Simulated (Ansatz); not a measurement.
Basis-set extrapolation for C$_{2}$H$_{3}$NO$_{2}$ (`N=C1OCO1`) (PBE0-D4/def2-TZVP geometry, frozen core, the Gaussian-basis code of Ansatz). Multiplicity 1, RHF reference.

```json
{"": "HF", "def2-TZVPP": "-281.733119", "def2-QZVPP": "-281.745603"}
{"": "MP2 correlation", "def2-TZVPP": "-0.975240", "def2-QZVPP": "-1.046967"}
{"": "CCSD(T) correlation", "def2-TZVPP": "-1.030649", "def2-QZVPP": "not run"}
```

Energies in hartree. Use E(X) = E(∞) + A·exp(−7.88·√X) for Hartree–Fock and E(X) = E(∞) + B·X^(−2.97) for correlation, with X = 3 and 4, and add CCSD(T) minus MP2 of the smaller set to the MP2 limit.

**Question.** What is the CCSD(T) energy at the basis-set limit?

**Answer.** HF limit: -281.745603 + (-0.012484) × 0.13774 = -281.74732. MP2 limit: -1.046967 + (-0.071727) × 0.74074 = -1.10010. Higher-order term: -1.030649 − (-0.975240) = -0.05541. Total: -282.90283 hartree, 365.1 kJ/mol below CCSD(T)/def2-TZVPP.
